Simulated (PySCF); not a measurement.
CH4S. Atoms are numbered in the order given.

```xyz
6

C      0.0201     1.1476     0.0000
S     -0.0868    -0.6581     0.0000
H      0.5224     1.5158     0.8939
H     -1.0060     1.5162     0.0000
H      0.5224     1.5158    -0.8939
H      1.2289    -0.9035     0.0000
```

Geometry optimised at ωB97X-D3(BJ)/def2-TZVP.

Level of theory: M06-2X/def2-TZVPD in PySCF.

Symmetry labels are those of the subgroup Cs that the program uses (full group Cs).

Task: List the valence orbital energies around the gap with their symmetry. (The exact figures need the calculation; the answer reports its results.)

Result: 
| orbital | symmetry | energy (eV) |
|---|---|---|
| HOMO−7 | A" | -167.88 |
| HOMO−6 | A' | -23.78 |
| HOMO−5 | A' | -19.82 |
| HOMO−4 | A' | -14.08 |
| HOMO−3 | A" | -13.58 |
| HOMO−2 | A' | -12.26 |
| HOMO−1 | A' | -10.63 |
| HOMO | A" | -8.02 |
| LUMO | A' | 0.35 |
| LUMO+1 | A' | 0.60 |
| LUMO+2 | A' | 0.97 |
| LUMO+3 | A" | 1.12 |
